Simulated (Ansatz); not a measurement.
Results of BLYP in Ansatz (PAW) for bcc W.

Numerical settings: plane-wave cutoff 520 eV, 28×28×28 k mesh, Fermi–Dirac smearing 0.085 eV (set by the program), no spin polarisation, scalar-relativistic PAW data made under PBE.

Computed at the level's own relaxed cell.

Question: Estimate the elastic constant C11, elastic constant C12 and elastic constant C44 that the calculation returns.

Answer: 
- elastic constant C11: 465 GPa
- elastic constant C12: 180 GPa
- elastic constant C44: 118 GPa

Measured, for comparison: elastic constant C11 533 GPa, elastic constant C12 205 GPa, elastic constant C44 163 GPa (0 K, extrapolated to 0 K; zero-point effects included; as tabulated in Wang et al. (2022), arXiv:2209.12322). Computed (rounded) less measured: elastic constant C11 -13 %, elastic constant C12 -12 %, elastic constant C44 -28 %.

Note: shear constants of such metals converge slowly with the k mesh.

Elastic constants are with the ions relaxed.

Spin–orbit coupling is not included.

The computed numbers hold no vibrational or temperature effects.

It cost about 4 core-minutes (a rough figure) of CPU time.

Ansatz is an electronic-structure program.
